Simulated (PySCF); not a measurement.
A run that did not reach its result, on `C=C(C)C(=O)[O-]` (driver script around PySCF, density fitting, GFN2-xTB geometry as the base; each input is a line of settings and coordinates in Å).

Command:
```bash
OMP_NUM_THREADS=1 python probes_run.py task.json out
```
Input:
```
{"job": {"kind": "nmr", "xc": "TPSS", "basis": "def2-SVP", "pop": true, "scf": {"max_cycle": 65}}, "charge": -1, "multiplicity": 3}
C     -0.750893    -1.275515     0.147479
C     -0.151511    -0.105834    -0.001031
C      1.328362     0.045221    -0.169558
C     -0.971995     1.223945     0.061281
O     -0.348717     2.204650     0.500222
O     -2.150070     1.153235    -0.316446
H     -0.216447    -2.221945     0.149967
H     -1.821575    -1.327672     0.262229
H      1.876318    -0.836507     0.171142
H      1.647202     0.923589     0.390169
H      1.564750     0.219505    -1.221418
```

Output:
```
NotImplementedError: this response code serves closed shells only; the SCF ended at -305.58997208 Eh with <S^2> = 2.0059
```

Time: 23 s wall; peak memory 0.46 GiB. Hardware: Arm Neoverse V1, one thread, no GPU, shared host with 32 logical CPUs at a one-minute load of 28.

Task: Diagnose the run.

Result: Multiplicity 3 makes an open shell, and the driver's response routines handle closed shells alone; the run stopped after the SCF. Use an unrestricted response code, or restore the closed-shell charge and spin. TPSS is a meta-GGA, for which the driver's response step would refuse in any case. The SCF energy in the message belongs to the altered spin state, and the message doesn't say whether it converged.

The values belong to the conformer `[CH2:1]=[C:2]([CH3:3])[C:4](=[O:5])[O-:6]`: C1–C2–C4–O5 149°.
